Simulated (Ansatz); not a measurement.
**AlH, InH: vertical ionisation energies**

Ansatz 0.2.0, functionals in def2-QZVPP, HF, MP2 and coupled cluster extrapolated from def2-TZVPP and def2-QZVPP (exp(−7.88 √X), X^−2.97); geometries are PBE0/def2-TZVP minima. Wave-function levels freeze the cores with the filled d shells of p-block atoms; HF, MP2 and coupled cluster are restricted for singlets and unrestricted otherwise, restricted open-shell where a d shell is frozen. The best estimate adds to that CCSD(T) limit the step from CCSD(T) to the highest level run in a smaller set (full CI/cc-pVQZ, full CI/def2-TZVPP). It lacks core correlation, which semilocal and hybrid functionals hold and which counts in their errors here, (a few kJ/mol in atomization energies of light atoms) is good to about 1 kcal/mol where the step is under 0.06 eV, as here, and is no measured value. An error is the level's value less this estimate. Energies are electronic, without zero-point terms. No spin–orbit coupling; scalar relativity only by core potentials past Kr. CCSD(T)'s error is that step with its sign reversed, by construction, and steps from double-zeta sets run high. The species are chosen: bound, without strong static correlation by their natural occupations or amplitudes, in their lowest spin state as far as vertical gaps and like structures tell, with only the lowest ion state computed, and with a ladder that closes on the reference, so errors are smaller than for species at large; levels whose determinant breaks symmetry or spin markedly are left out.

```
     species   bonds (Å)                            quantity  symmetry of the states                           reference  value (eV)  error CCSD  error CCSD(T)
AlH, singlet  Al–H 1.665  vertical ionisation to the doublet                 Σ⁺ / Σ⁺     limit + step to full CI/cc-pVQZ       8.316      -0.034         -0.006
InH, singlet  In–H 1.850  vertical ionisation to the doublet                 Σ⁺ / Σ⁺  limit + step to full CI/def2-TZVPP       7.919      -0.021         -0.008
```

The reference falls from Al to In, by 0.397 eV in all.
